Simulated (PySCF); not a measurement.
Magnesium: a sound run and one with changed settings

Sound run: Mg [Ne] 3s2, Mg⁺ [Ne] 3s1. All numbers are calculated (PySCF 2.14, scalar relativity by spin-free X2C-1e, in aug-cc-pVDZ-DK). In the sound run the correlated levels freeze [Ne]. The sound run starts from symmetry-adapted Hartree-Fock orbitals and uses a fine grid where one is needed.

Changed run: initial guess atom, at most 50 SCF cycles, level shift 2.0 hartree.

```
species   method  sound run (hartree)  changed run (hartree)  converged
     Mg      UHF           -199.91423             -199.91423        yes
     Mg   M06-2X           -200.36360             -200.36360         no
     Mg     TPSS           -200.39017             -200.39017         no
     Mg      MP2           -199.93589             -199.91811        yes
     Mg  CCSD(T)           -199.94713             -199.94713        yes
    Mg⁺      UHF           -199.67045             -199.67045        yes
    Mg⁺   M06-2X           -200.07714             -200.07714         no
    Mg⁺     TPSS           -200.11130             -200.11130         no
```

Ionisation energy of Mg:

```
 method  sound run (eV)  changed run (eV)
    UHF           6.634             6.634
    MP2           7.223             6.739
SCS-MP2           7.341             6.760
   CCSD           7.529             7.529
CCSD(T)           7.529             7.529
  CCSDT           7.529             7.529
    FCI           7.529             7.529
```

A level shift leaves the converged SCF energy unchanged but raises the virtual orbital energies, which shrinks MP2 if it is not removed.

For comparison, NIST gives 7.646 eV between the lowest levels.
